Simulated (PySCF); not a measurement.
Method: PBE-D3(BJ)/def2-TZVP // B3LYP-D3(BJ)/def2-SVP (PySCF). Gas-phase values, no solvent. 

Reference species (SMILES): `COC` (neutral, multiplicity 1).

dipole moment: 1.09 D

Changed species: `CC#N` (free base CH3CN; the reference has free base O(CH3)2).

**Question.** Predict the effect on the dipole moment.

**Answer.** the dipole moment goes up by 2.86 D, to 3.95 D.
